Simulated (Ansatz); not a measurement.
Molecule: CH4N (charge 0, doublet). It need not be the lowest isomer of its formula. 
Coordinates optimised at B3LYP-D3(BJ)/def2-TZVP (Ansatz, a quantum-chemistry and plane-wave program):
```xyz
6

C      0.0571     0.6220     0.0514
N     -0.0053    -0.8134     0.0521
H     -0.9486     1.0689     0.0351
H     -0.5105    -1.0936    -0.7957
H      0.5859     0.9841     0.9335
H      0.5674     1.0026    -0.8464
```
Charge 0, spin multiplicity 2.

Basis-set convergence of Hartree-Fock and MP2 correlation energies (hartree) with Ansatz. Cores are frozen in the correlated levels unless marked. UHF or UKS for open shells. Spin-orbit coupling is left out. No relativistic terms.

```json
[
 {"basis": "def2-SVPD", "functions": "72", "E(HF)": "-94.52943", "E(corr, MP2)": "-0.29751"},
 {"basis": "def2-TZVPPD", "functions": "142", "E(HF)": "___", "E(corr, MP2)": "___"}
]
```

Q: Complete the blanks.

A: 
- def2-TZVPPD, E(HF): -94.63501
- def2-TZVPPD, E(corr, MP2): -0.35583
